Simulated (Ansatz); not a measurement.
A calculation with Ansatz (development build ahead of 0.2.0).

```yaml
crystal:
  periodic: [false, false, false]
  atoms:
    - { symbol: B, position_ang: [-0.00095, -0.04686, -0.89808] }
    - { symbol: "N", position_ang: [0.02711, -0.01006, 0.76034] }
    - { symbol: H, position_ang: [0.04797, -1.17299, -1.22974] }
    - { symbol: H, position_ang: [-1.04547, 0.57836, -1.28445] }
    - { symbol: H, position_ang: [0.98295, 0.5596, -1.23636] }
    - { symbol: H, position_ang: [0.03018, 0.95997, 1.12764] }
    - { symbol: H, position_ang: [-0.86852, -0.49624, 1.09827] }
    - { symbol: H, position_ang: [0.78073, -0.47087, 1.06403] }
basis:
  gaussian: { orbitals: cc-pVDZ }
hamiltonian:
  xc: hf
correlation:
  method: mp2
  frozen_orbitals: { B: 1, H: 0, "N": 1 }
```

The input is written out in the form of the current development build from the run's settings.

The run gave:

```json
{
 "Converged": "yes",
 "Reference energy": "-82.61069 hartree",
 "Correlation energy": "-0.29805 hartree",
 "Total energy": "-82.90874 hartree",
 "Spin squared of the determinant": "0.000"
}
```
